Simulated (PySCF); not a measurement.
Isomers of C3H11P3. The calculation used PBE0-D3(BJ)/def2-SVP geometry optimisation, gas phase in PySCF. Energies are electronic, without zero-point or thermal terms, for one conformer each. No frequencies were run at this level. Point groups hold within 0.08 Å.

Problem. Order them by energy at this level, lowest first, and give relative energies in kcal/mol.
A. `[CH3:1][P:2]([CH2:3][PH2:4])[CH2:5][PH2:6]` with C1–P2–C3–P4 73°, P2–C3–P4–H -56° and 38°, C1–P2–C5–P6 -72°, P2–C5–P6–H -164° and -70°
B. `[CH3:1][P:2]([PH2:3])[CH2:4][CH2:5][PH2:6]` with C1–P2–P3–H 175° and 83°, C1–P2–C4–C5 -76°, P2–C4–C5–P6 -177°, C4–C5–P6–H 47° and -47°

Solution. B (0.0), A (5.3).

```tsv
SMILES	E (Eh)	E rel (kcal/mol)	dipole (D)	point group	A, B, C (MHz)
CP(P)CCP	-1144.06275	0.0	0.74	C1	3623, 699.4, 633.0
CP(CP)CP	-1144.05424	5.3	1.25	–	5191, 707.7, 662.2
```

Problem. How do the relative energies change in single points at PBE0/pcSseg-1 (no added dispersion term) on the same geometries?

Solution. 
| SMILES | PBE0-D3(BJ)/def2-SVP (kcal/mol) | PBE0/pcSseg-1 (kcal/mol) | shift |
| --- | --- | --- | --- |
| CP(P)CCP | 0.0 | 0.0 | 0.0 |
| CP(CP)CP | 5.3 | 5.5 | +0.2 |

Each column counts from its own lowest isomer. The order is unchanged; the largest shift is 0.2 kcal/mol.
